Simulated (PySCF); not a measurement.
Start geometry of `O=S(=O)(F)Cl` (sulfuryl chloride fluoride) from GFN2-xTB (Å):
```
atom  x, y, z in Å
O1    -0.5176   -0.9514   -1.0750
S2    -0.1471   -0.1548    0.0272
O3    -0.5766   -0.4206    1.3432
F4    -0.5967    1.3688   -0.3177
Cl5    1.8466    0.1608    0.0052
```

Q: What comes out of this run: PBE0-D3(BJ)/def2-SVP geometry optimisation, gas phase in PySCF?

A: 
```
atom  x, y, z in Å
O1     0.002   -1.120   -1.066
S2    -0.036   -0.213    0.039
O3    -0.034   -0.613    1.412
F4    -1.297    0.727   -0.171
Cl5    1.377    1.223   -0.232
```

The energy falls by 6.2 kJ/mol over 7 energy and gradient evaluations, the largest force component goes from 0.0372 to 1.6e-04 Eh/bohr, and the atoms move by 0.023 Å rms after alignment. The bond that changes most is S2–F4 (sulfonyl sulfur to sulfur-bound fluorine), which shortens by 0.039 Å. Bonds longer at the end by more than 0.005 Å: 3 of 4; shorter: 1. Rotational constants go from 4899, 2844, 2766 to 4882, 2806, 2788 MHz. The orientation of the end geometry is arbitrary; only internal coordinates are fixed.

The run used 78 basis functions and 48 SCF cycles in all.

No frequency check.
